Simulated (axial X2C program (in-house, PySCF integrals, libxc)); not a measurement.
Levels of CF by electron attachment to CF⁺ (EOM-EA-CCSD)

Computed with an axial X2C code built on PySCF integrals: two-component X2C with atomic mean-field Coulomb and Gaunt terms, Gaussian nuclei, basis F dyall-av3z, C dyall-av3z with contracted cores.

R = 1.268 Å (near the PBE0 minimum at charge 0 of the determinant lowest at the starting distance; the state shown can have its own minimum elsewhere).

Hartree–Fock spinors of CF⁺ (one of each Kramers pair; a window near the gap, which can cut inner shells):

```csv
ω,occupied,ε (eV),character
1/2,yes,-30.86,"81% F p, 10% C p, 5% C d"
3/2,yes,-30.81,"81% F p, 10% C p, 5% C d"
1/2,yes,-26.81,"42% C s, 35% C p, 16% F p"
1/2,no,-8.36,"74% C p, 10% F p, 8% F d"
3/2,no,-8.35,"74% C p, 10% F p, 8% F d"
1/2,no,-3.37,"74% C s, 9% C p, 9% F s"
1/2,no,-2.56,"74% C p, 15% C s, 6% F p"
1/2,no,-2.32,"85% C p, 14% F p"
3/2,no,-2.32,"85% C p, 14% F p"
```

Levels of CF obtained by attaching an electron to CF⁺:

| Ω | binding energy (eV) | above lowest (cm⁻¹) | attached spinor | one-particle weight |
| --- | --- | --- | --- | --- |
| 1/2 | 9.397 | 0 | 75% C pπ, 10% F pπ, 8% F dπ | 0.95 |
| 3/2 | 9.387 | 76 | 75% C pπ, 10% F pπ, 8% F dπ | 0.95 |
| 1/2 | 3.702 | 45931 | 61% C sσ, 15% C pσ, 12% F sσ | 0.99 |
| 1/2 | 2.839 | 52894 | 59% C pσ, 29% C sσ, 7% F pσ | 0.98 |
| 1/2 | 2.494 | 55673 | 82% C pπ, 17% F pπ | 0.99 |
| 3/2 | 2.494 | 55674 | 82% C pπ, 17% F pπ | 0.99 |

(1) What is the splitting of the first π pair in the table, and is it regular or inverted?

This point took 10 s on 1 thread of Arm Neoverse V2, with other jobs on the host.

Reference electrons by ω block (each with its −ω partner): 1/2: 6, 3/2: 1. 10 electrons of CF⁺ correlated (inner shells frozen), 92 natural virtual spinors (a truncated set); levels can be off by some tenths of an eV. Roots sought by Ω: (1/2: 5, 3/2: 4, 5/2: 2, 7/2: 1); the list ends where they run out and leaves out roots under 60 % one-particle weight. The solver can skip a root, and states that need a further excitation, which the method places far too high, are missing though they may lie low or lowest. T1 of the reference 0.028 (Lee–Taylor). The reference was not checked to be the lowest state of its species. Number of frozen shells: F 1 s; C 1 s. Large amplitudes in the reference (orbital relaxation or multireference character) lower the reliability.

Answers

(1) E(3/2) − E(1/2) = 76 − 0 = 76 cm⁻¹ at EOM-EA-CCSD: regular, Ω = 1/2 lower. Splittings at this level can be off by ten to twenty per cent.
